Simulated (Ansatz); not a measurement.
**Al₂H₂ (triplet): wave-function methods side by side at distance Al1–H3 = 4.260 Å, 6-31G**

Aim: climb from Hartree-Fock through coupled cluster and multireference methods for Al₂H₂ (triplet) at one geometry and basis, and see what each rung misses.

Method: 6-31G, core rule «outside noble gas», up to 10 orbitals frozen; program: Ansatz 0.2.0, Gaussian basis.

The runs, in order: UHF; CCSD(T) on ROHF; CCSD(T) on UHF; BCCD(T) on ROHF; CISD; CCSDT(Q) on ROHF; CCSDT(Q) on UHF; CASSCF and MRCISD+Q, 4 electrons in 4 orbitals; CASSCF and NEVPT2, 4 electrons in 4 orbitals; CASSCF and MRCISD+Q, 8 electrons in 10 orbitals; CASSCF and NEVPT2, 8 electrons in 10 orbitals; Full CI.

17 further runs of the same task are left out: 15 that didn't finish, 2 set aside as unsound or not needed.

**1. The geometry**

The geometry derives from a PBE0/def2-TZVP stationary point (not a proven minimum). One bond is set to the value named and the two fragments are kept rigid.

4 atoms, charge 0, spin multiplicity 3.

Atoms are counted from 1 here; the program's logs count them from 0.

Bond lengths: Al1–Al2 2.545 Å, Al1–H4 1.589 Å. Angles: Al2–Al1–H4 116.8°.

**2. UHF**

The input, in.yaml:

```yaml
crystal:
  periodic: [false, false, false]
  atoms:
    - {symbol: Al, position_ang: [0.000000, -0.042945, -1.179294]}
    - {symbol: Al, position_ang: [0.000000, -0.042945, 1.365806]}
    - {symbol: H, position_ang: [0.000000, 3.760533, -3.097927]}
    - {symbol: H, position_ang: [0.000000, -1.461345, -1.894794]}
basis:
  gaussian: {orbitals: 6-31G}
magnetization: {spin_polarized: true, initial_magnetization: 2}
hamiltonian: {xc: hf}
output: {orbitals: {seedname: orbitals}}
```

The run is started by

```console
> ansatz run in.yaml --threads 1 --pin off --events-out ev --progress --plain --max-ram 2393MiB
```

After this run come: CCSD(T) on ROHF; CCSD(T) on UHF; BCCD(T) on ROHF; CISD; CCSDT(Q) on ROHF; CCSDT(Q) on UHF; CASSCF and MRCISD+Q, 4 electrons in 4 orbitals; CASSCF and NEVPT2, 4 electrons in 4 orbitals; CASSCF and MRCISD+Q, 8 electrons in 10 orbitals; CASSCF and NEVPT2, 8 electrons in 10 orbitals; Full CI.

Q: Predict the results of all the runs planned. Wanted: FCI below the RHF energy; RMP2 from FCI; UMP2 from FCI; RCCSD from FCI; RCCSD(T) from FCI; UCCSD(T) from FCI; RCCSDT(Q) from FCI; UCCSDT(Q) from FCI; NEVPT2 pair from FCI.

As calculated:

| quantity | value |
| --- | --- |
| FCI below the RHF energy | -2.4816 eV |
| RMP2 from FCI | +88.1 kJ/mol |
| UMP2 from FCI | +87.8 kJ/mol |
| RCCSD from FCI | +12.0 kJ/mol |
| RCCSD(T) from FCI | +4.0 kJ/mol |
| UCCSD(T) from FCI | +4.0 kJ/mol |
| RCCSDT(Q) from FCI | +0.2 kJ/mol |
| UCCSDT(Q) from FCI | +0.2 kJ/mol |
| NEVPT2 pair from FCI | +76.3 kJ/mol |
| MRCISD+Q pair from FCI | +13.9 kJ/mol |
| NEVPT2 valence from FCI | +16.4 kJ/mol |
| levels within 1 kcal/mol (43 meV) | RCCSD(T), UCCSD(T), RCCSDT, UCCSDT, RCCSDT(Q), UCCSDT(Q), MRCISD valence, MRCISD+Q valence |
| T1 diagnostic | 0.031 |
| effectively unpaired electrons | 2.25 |

**Reading.** RCCSD(T) lands +4.0 kJ/mol from the yardstick (1.7 % of the correlation energy). The occupations show some static correlation. Of the multireference levels listed MRCISD+Q valence comes nearest in total energy (+0.6 kJ/mol), which doesn't show that its space is the better one. Coupled cluster took another determinant than the lowest Hartree-Fock one. These misses are within one basis, not against nature; the frozen cores of restricted and unrestricted runs differ, which can shift their rows.
